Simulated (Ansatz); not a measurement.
# CH3AlN (charge +1): shift of H6 from Al3 to N2, part 2 of 2

Wanted: the energy profile along the shift of H6 from Al3 to N2, from relaxed end points and a band of images. SMILES of the start: [CH+]1[NH][AlH]1.

Ansatz 0.2.0; RKS PBE0/def2-mTZVP.

**9. The output, continued: band between the two ends**

Output, continued, cut to the lines that bear on the results:

```text
mean field -9157.45365508 eV, -336.5302146793 hartree, gradient 3.4e-5 eV, S^2 0.000000; 0 other end points of the search recorded, 0 dependent functions left out
[...]
reference -9157.45368214 eV, -336.5302156736 hartree; 14, 14 occupied and 55, 55 virtual orbitals, 666 factors
[...]
666 factors; integrals over basis functions are off by at most 5.2e-4 eV
[...]
Atom 2 at    -0.408306     0.300660     1.665418 Å, force     0.179467     0.112103    -0.099989 eV/Å
Atom 3 at    -1.167077    -1.249156    -0.755992 Å, force    -0.073578    -0.074723    -0.060175 eV/Å
Atom 4 at     0.923286     0.263745    -1.293885 Å, force     0.173637     0.022740    -0.312562 eV/Å
Atom 5 at     0.867275     1.088123     0.984053 Å, force    -0.020171     0.107125     0.321875 eV/Å
Dipole moment:    -0.139885    -0.089880     0.068793 e Å
this run last wrote the band of iteration 5 to <dir>
```

It took 73 s on 1 thread of Intel Xeon Platinum 8259CL at 2.50GHz (Skylake/Cascade Lake), shared host; peak memory 0.14 GiB.

**10. The band, image by image**

Images 0 and 6 are the ends. Energies count from image 0; the path length is the program's own measure over all atoms.

```
image  path (Å)  energy (eV)  H6–Al3 (Å)  H6–N2 (Å)  band force (eV/Å)
    0     0.000       0.0000        1.55       3.26                  -
    1     0.597       0.2804        1.52       2.84              0.133
    2     1.193       1.0224        1.51       2.31              0.324
   3*     1.788       1.5549        1.65       1.78              0.431
    4     2.380       0.7115        2.00       1.16              0.116
    5     2.969      -0.0746        2.72       1.02              0.023
    6     3.558      -0.2221        3.37       1.02                  -
```

The star marks the climbing image.

image, energy (eV) and a bar:
```
        0      0.000 ####
        1      0.280 ########
        2      1.022 #####################
        3      1.555 ##############################
        4      0.712 ################
        5     -0.075 ##
        6     -0.222
```

**11. A trajectory let go at the top**

It starts at the highest inner image of the first converged band: 200 steps of 0.5 fs at constant energy, with velocities drawn for 300 K.

input.yaml reads:

```yaml
crystal:
  periodic: [false, false, false]
  atoms:
    - { symbol: C, position_ang: [-0.597784, -0.545554, -0.142379] }
    - { symbol: "N", position_ang: [0.380405, 0.150415, -0.424277] }
    - { symbol: Al, position_ang: [-0.416177, 0.308824, 1.703244] }
    - { symbol: H, position_ang: [-1.153557, -1.240984, -0.767268] }
    - { symbol: H, position_ang: [0.934819, 0.282231, -1.27163] }
    - { symbol: H, position_ang: [0.852294, 1.045076, 0.90231] }
total_charge: 1
basis:
  gaussian: { orbitals: def2-mTZVP }
hamiltonian:
  xc: pbe0
md:
  timestep: 0.5
  n_steps: 200
  ensemble: nve
  temperature: 300.0
  initial_velocities: maxwell_boltzmann
  seed: 7559
```

The run is started by

```console
$ ansatz run input.yaml --threads 1 --pin off --max-ram 2048MiB --backend cpu --events-out ev --progress --plain --runs-dir out
```

The log of the run, cut to the lines that bear on the results:

```text
Warning: RAYON_NUM_THREADS=1 ignored (pool sized by the plan → 1); use --threads N
[...]
[... 1 set-up line as earlier in the session ...]
[...]
663 factors; integrals over basis functions are off by at most 4.2e-4 eV
[...]
mean field -9157.36785306 eV, -336.5270615132 hartree, gradient 1.5e-5 eV, S^2 0.000000; 0 other end points of the search recorded, 0 dependent functions left out
[...]
reference -9157.36787869 eV, -336.5270624548 hartree; 14, 14 occupied and 55, 55 virtual orbitals, 663 factors
[...]
md step    72: t =    36.00 fs  T =  2569.0 K  F+E_penalty+E_count = -9158.54014931 eV  E_kin = 1.328289 eV  conserved = -9157.21186059 eV  (24 SCF iters)
[...]
md step    96: t =    48.00 fs  T =  1072.2 K  F+E_penalty+E_count = -9157.76712535 eV  E_kin = 0.554347 eV  conserved = -9157.21277802 eV  (24 SCF iters)
md step    97: t =    48.50 fs  T =   934.6 K  F+E_penalty+E_count = -9157.69571085 eV  E_kin = 0.483220 eV  conserved = -9157.21249066 eV  (24 SCF iters)
```

**12. The log goes on: dynamics from the highest image of the converged band**

Output, continued, cut to the lines that bear on the results:

```text
md step    98: t =    49.00 fs  T =   786.7 K  F+E_penalty+E_count = -9157.61876707 eV  E_kin = 0.406759 eV  conserved = -9157.21200839 eV  (24 SCF iters)
[...]
md step   123: t =    61.50 fs  T =  1397.0 K  F+E_penalty+E_count = -9157.93416764 eV  E_kin = 0.722284 eV  conserved = -9157.21188335 eV  (25 SCF iters)
[...]
Atom 2 at    -0.394726     0.295015     1.630242 Å, force     0.413076     0.512084     0.050808 eV/Å
Atom 3 at    -1.251544    -1.208010    -0.702108 Å, force     0.427084     0.256972     0.253776 eV/Å
Atom 4 at     0.732749     0.065026    -1.355835 Å, force     0.128949     0.603890     1.198149 eV/Å
Atom 5 at     0.777995     1.298366     1.277505 Å, force     0.047502     0.331510     0.996552 eV/Å
Dipole moment:    -0.281012    -0.172754     0.219618 e Å
```

Wall time 7.6 min (1 thread of Intel Xeon Platinum 8259CL at 2.50GHz (Skylake/Cascade Lake), shared host); peak memory 0.13 GiB.

**13. The trajectory**

The trajectory, every 8 steps (energies from step 0):

```
time (fs)  T (K)  potential energy change (meV/atom)  total energy change (meV/atom)  H6–Al3 (Å)  H6–N2 (Å)
      0.0    300                                 0.0                            0.00        1.67       1.67
      4.0    193                                 9.4                            0.14        1.66       1.75
      8.0    195                                 9.3                            0.24        1.64       1.86
     12.0    443                               -12.1                            0.22        1.61       2.01
     16.0    911                               -52.5                            0.12        1.59       2.26
     20.0   1331                               -88.8                            0.10        1.61       2.59
     24.0   1758                              -125.5                            0.10        1.65       2.97
     28.0   2326                              -174.6                            0.04        1.67       3.30
     32.0   2579                              -196.3                            0.09        1.66       3.52
     36.0   2569                              -195.4                            0.15        1.65       3.61
     40.0   2412                              -181.9                            0.13        1.65       3.55
     44.0   1928                              -140.3                            0.03        1.62       3.38
     48.0   1072                               -66.5                           -0.01        1.56       3.16
     52.0    300                                 0.2                            0.15        1.52       3.02
     56.0    414                                -9.6                            0.24        1.55       3.07
     60.0   1117                               -70.2                            0.18        1.60       3.22
     64.0   1863                              -134.6                            0.06        1.61       3.38
     68.0   2355                              -177.0                            0.03        1.61       3.50
     72.0   2513                              -190.6                            0.06        1.65       3.54
     76.0   2466                              -186.6                            0.08        1.69       3.46
     80.0   2366                              -178.0                            0.07        1.67       3.21
     84.0   1939                              -141.1                            0.08        1.60       2.85
     88.0   1154                               -73.4                            0.17        1.57       2.47
     92.0    617                               -27.2                            0.11        1.60       2.19
     96.0    386                                -7.4                            0.07        1.62       2.04
    100.0    410                                -9.4                            0.14        1.58       2.03
```

time (fs), T (K) and a bar:
```
      0.0        300 #
      4.5        218 
      8.5        240 
     13.0        530 ####
     17.5       1061 ###########
     21.5       1460 ################
     26.0       2022 #######################
     30.5       2528 #############################
     35.0       2583 ##############################
     39.0       2507 #############################
     43.5       2032 #######################
     48.0       1072 ###########
     52.0        300 #
     56.5        521 ####
     61.0       1287 ##############
     65.0       1969 ######################
     69.5       2422 ############################
     74.0       2498 #############################
     78.5       2439 ############################
     82.5       2171 #########################
     87.0       1375 ###############
     91.5        677 ######
     95.5        403 ##
    100.0        410 ##
```

The last frame stands with the bonds of end A.

**14. A trajectory let go at the top**

It starts at the highest inner image of the first converged band: 200 steps of 0.5 fs at constant energy, with velocities drawn for 100 K.

Edit input.yaml of step 11 so:

```diff
@@ -18,4 +18,4 @@
   ensemble: nve
-  temperature: 300.0
+  temperature: 100.0
   initial_velocities: maxwell_boltzmann
-  seed: 7559
+  seed: 7560
```

The run is started by

```console
$ ansatz run input.yaml --threads 1 --pin off --max-ram 2048MiB --backend cpu --events-out ev --progress --plain --runs-dir out
```

The log of the run, cut to the lines that bear on the results:

```text
Warning: RAYON_NUM_THREADS=1 ignored (pool sized by the plan → 1); use --threads N
[...]
[... 1 set-up line as earlier in the session ...]
[...]
663 factors; integrals over basis functions are off by at most 4.2e-4 eV
[...]
mean field -9157.36785306 eV, -336.5270615132 hartree, gradient 1.5e-5 eV, S^2 0.000000; 0 other end points of the search recorded, 0 dependent functions left out
[...]
reference -9157.36787869 eV, -336.5270624548 hartree; 14, 14 occupied and 55, 55 virtual orbitals, 663 factors
[...]
md step    72: t =    36.00 fs  T =  2325.4 K  F+E_penalty+E_count = -9158.52995675 eV  E_kin = 1.202340 eV  conserved = -9157.32761630 eV  (24 SCF iters)
[...]
md step    96: t =    48.00 fs  T =  1952.0 K  F+E_penalty+E_count = -9158.32003263 eV  E_kin = 1.009259 eV  conserved = -9157.31077353 eV  (25 SCF iters)
md step    97: t =    48.50 fs  T =  1768.0 K  F+E_penalty+E_count = -9158.21903411 eV  E_kin = 0.914131 eV  conserved = -9157.30490296 eV  (24 SCF iters)
```

**15. The log goes on: dynamics from the highest image of the converged band**

Output, continued, cut to the lines that bear on the results:

```text
md step    98: t =    49.00 fs  T =  2027.3 K  F+E_penalty+E_count = -9158.36217927 eV  E_kin = 1.048209 eV  conserved = -9157.31397054 eV  (24 SCF iters)
[...]
md step   123: t =    61.50 fs  T =  2818.4 K  F+E_penalty+E_count = -9158.77641421 eV  E_kin = 1.457222 eV  conserved = -9157.31919250 eV  (24 SCF iters)
[...]
Atom 2 at    -0.804686     0.267196     2.434117 Å, force     0.497881     0.188719    -0.686721 eV/Å
Atom 3 at    -0.778617    -0.748674    -0.209938 Å, force    -0.357589    -0.536505    -0.623351 eV/Å
Atom 4 at     0.166328    -0.754237    -2.091372 Å, force    -0.831830    -1.763153    -2.311455 eV/Å
Atom 5 at     1.335497     0.391892    -1.835768 Å, force     1.534321     1.225386    -0.324601 eV/Å
Dipole moment:    -0.201884    -0.081538     0.326562 e Å
```

Run time: 7.6 min. Hardware: 1 thread of Intel Xeon Platinum 8259CL at 2.50GHz (Skylake/Cascade Lake), shared host; peak memory 0.13 GiB.

**16. Frames and traces**

The trajectory, every 8 steps (energies from step 0):

```
time (fs)  T (K)  potential energy change (meV/atom)  total energy change (meV/atom)  H6–Al3 (Å)  H6–N2 (Å)
      0.0    100                                 0.0                            0.00        1.67       1.67
      4.0     67                                 2.9                            0.03        1.70       1.66
      8.0     27                                 6.4                            0.11        1.69       1.64
     12.0     34                                 5.8                            0.11        1.66       1.61
     16.0     95                                 0.5                            0.07        1.67       1.55
     20.0    333                               -19.9                            0.13        1.74       1.43
     24.0   1510                              -122.0                           -0.46        1.89       1.12
     28.0   1563                              -127.7                           -1.57        2.14       0.96
     32.0    978                               -75.4                            0.27        2.31       1.27
     36.0   2325                              -193.7                           -1.91        2.33       1.01
     40.0   2682                              -223.8                           -1.27        2.44       1.05
     44.0   1922                              -156.7                            0.36        2.64       1.23
     48.0   1952                              -158.7                            0.90        2.83       0.88
     52.0   2410                              -199.1                           -0.06        3.03       1.18
     56.0   3089                              -258.5                           -0.93        3.19       1.08
     60.0   3178                              -267.3                           -2.12        3.46       0.98
     64.0   1781                              -144.3                            0.56        3.79       1.23
     68.0   2218                              -182.4                            0.15        3.89       0.89
     72.0   2257                              -186.0                           -0.16        4.16       1.17
     76.0   2379                              -197.3                           -0.94        4.19       1.09
     80.0   2235                              -186.2                           -2.19        4.21       0.97
     84.0    928                               -70.8                            0.56        4.43       1.22
     88.0   1153                               -90.4                            0.32        4.47       0.89
     92.0   1262                              -100.3                           -0.18        4.82       1.16
     96.0   1456                              -117.9                           -1.12        4.85       1.08
    100.0   1415                              -115.5                           -2.15        4.78       0.97
```

time (fs), T (K) and a bar:
```
      0.0        100 #
      4.5         77 
      8.5         40 
     13.0         35 
     17.5        121 #
     21.5        594 #####
     26.0       1014 #########
     30.5       1357 ############
     35.0       2023 ##################
     39.0       2292 #####################
     43.5       1838 #################
     48.0       1952 ##################
     52.0       2410 ######################
     56.5       3311 ##############################
     61.0       3106 ############################
     65.0       2179 ####################
     69.5       2446 ######################
     74.0       1439 #############
     78.5       1197 ###########
     82.5       1393 ############
     87.0       2020 ##################
     91.5       1615 ##############
     95.5       1164 ##########
    100.0       1415 #############
```

Bonds that form or break, judged by distance (formed within 1.15 times the sum of covalent radii and held on average over 12 fs, broken when stretched by half; pairs already stretched at the start don't count as bonds):

```
time (fs)    bond   event
     24.0   N2–H6   forms
     31.0  Al3–H6  breaks
```

The last frame stands with a bonding of neither end.

**17. What came out**

What follows sums up all 2 parts.

| quantity | value |
| --- | --- |
| end A | 4 moves, 0.094 eV lower |
| end B | 10 moves, 3.424 eV lower |
| first band: barrier forwards | 1.57 eV |
| first band: barrier backwards | 1.80 eV |
| first band: second end relative to first | -0.222 eV |
| first band: highest image | 3 of 0 to 6, climbing |
| first band: band iterations | 9 |
| imaginary modes at the top | 945i cm⁻¹ |
| second band | top 1.555 eV above image 0, 5 iterations, 5 inner images |
| time, first and second band | 2.3 min and 73 s |
| trajectory at 300 K, after 100 fs | with the bonds of end A, at 410 K |
| trajectory at 100 K, after 100 fs | with a bonding of neither end, at 1415 K |

What this shows: In the first band: the barrier from the first end is 1.57 eV, 61 times kT at 300 K. Going back costs 1.80 eV, since the second end is 0.22 eV below the first. By distance, end A alone has N2–Al3, Al3–H6 and end B alone has N2–H6. One imaginary mode, as a first-order saddle point has. The second band's top lies 20 meV below the first's. As for the second band: the force threshold is loose, so the band stops early. These are electronic energies, with no zero-point or thermal terms. Tunnelling, which matters where hydrogen moves, is missing too.
